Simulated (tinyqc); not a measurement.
A ladder of methods, and size consistency: correlation methods against full CI in the sto-3g basis, for LiH, spin multiplicity 1. Computed by the program tinyqc with PySCF. Command: `OMP_NUM_THREADS=1 python tinyqc.py 111815 111816 out.jsonl`; one thread of a shared host (Intel(R) Xeon(R) Processor @ 2.60GHz), about 1 s.

Geometry (angstrom):

| atom | x | y | z |
|---|---|---|---|
| Li | 0.0000 | 0.0000 | 0.0000 |
| H | 0.0000 | 0.0000 | 1.4800 |

RHF energy of one = -7.863179 hartree

All electrons correlated; +Q is the Davidson correction (1 - c0^2) E_corr. The last columns treat two copies 100 angstrom apart as one system. FCI is the lowest singlet.

Correlation energies (hartree):

| method | E_corr of one | share of FCI (%) | E_corr of two at 100 angstrom | two minus twice one (mhartree) |
|---|---|---|---|---|
| MP2 | -0.012079 | 64.3960 | -0.024158 | 0.0000 |
| CISD | -0.018746 | 99.9375 | -0.036711 | 0.7805 |
| CISD+Q | -0.019160 | 102.1456 | -0.038186 | 0.1344 |
| CCSD | -0.018749 | 99.9512 | -0.037497 | -4.43e-05 |
| CCSD(T) | -0.018756 | 99.9906 | -0.037512 | -4.43e-05 |
| FCI | -0.018758 | 100.0000 | - | - |

MP2 recovers 64 %, CISD 99.9 % and CCSD 100.0 % of the FCI value (c0^2 = 0.978 in CISD). MP2 and coupled cluster are size consistent, so their last column vanishes; CISD loses 0.78 mhartree, since a double excitation on each copy is a quadruple of the pair, and the Davidson correction leaves +0.13.
